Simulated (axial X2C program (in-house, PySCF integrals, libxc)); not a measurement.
**Bond lengths and stretching modes, held linear, of HBF**

Computed with an axial X2C code built on PySCF integrals: two-component X2C with atomic mean-field Coulomb and Gaunt terms, Gaussian nuclei, basis H dyall-v3z, B dyall-v3z, F dyall-av3z with contracted cores. Spin-free rows use the one-electron spin-free X2C Hamiltonian.

Masses H 1.008, B 11.009, F 18.998 u. States: 2c Ω = 1/2 (beyond evenly filled blocks: ω = 1/2); spin-free M_S = 1/2, Λ = 1 (beyond evenly filled blocks: π+α).

MP2, 2c: energies above the lowest point

| r(H–B) (Å) | r(B–F) (Å) | E (meV) |
| --- | --- | --- |
| 1.1388 | 1.2655 | 46.43 |
| 1.1388 | 1.2980 | 5.71 |
| 1.1388 | 1.3304 | 17.53 |
| 1.1680 | 1.2655 | 40.99 |
| 1.1680 | 1.2980 | 0.00 |
| 1.1680 | 1.3304 | 11.55 |
| 1.1680 | 1.3629 | 66.25 |
| 1.1972 | 1.2655 | 59.72 |
| 1.1972 | 1.2980 | 18.48 |
| 1.1972 | 1.3304 | 29.75 |
| 1.2264 | 1.2980 | 57.98 |
| 1.2264 | 1.3629 | 123.12 |

Task: Fit a quadratic surface with cubic terms in each bond: where is the minimum, and what are the two stretching wavenumbers?

Result: At MP2, 2c: bonds 1.160 and 1.306 Å; harmonic stretches 1314.8 and 2966.0 cm⁻¹; force constants 4.71, 7.62 and coupling -0.05 mdyn/Å.

The other levels and Hamiltonians give:

| Hamiltonian | level | r(H–B) (Å) | r(B–F) (Å) | lower stretch (cm⁻¹) | upper stretch (cm⁻¹) |
| --- | --- | --- | --- | --- | --- |
| 2c | PBE0 | 1.167 | 1.297 | 1333.6 | 2897.7 |
| 2c | HF | 1.159 | 1.289 | 1369.2 | 2974.4 |
| 2c | B3LYP | 1.161 | 1.299 | 1319.7 | 2904.6 |
| spin-free | PBE0 | 1.167 | 1.297 | 1333.2 | 2897.7 |
| spin-free | HF | 1.159 | 1.289 | 1368.9 | 2974.4 |
| spin-free | B3LYP | 1.161 | 1.300 | 1319.4 | 2904.5 |
| spin-free | MP2 | 1.160 | 1.306 | 1314.5 | 2966.0 |

Each state is one determinant, the lowest of a limited PBE0 search; the stretches come from a fit to these few points and carry an uncertainty of a few per cent. Other orders of the atoms were not compared. MP2 freezes inner shells (threshold -2 hartree). The molecule was held linear; bending was not examined, so a bent shape may lie lower. Note: functional without a current term on a determinant with orbital currents, of the molecule or an atom.
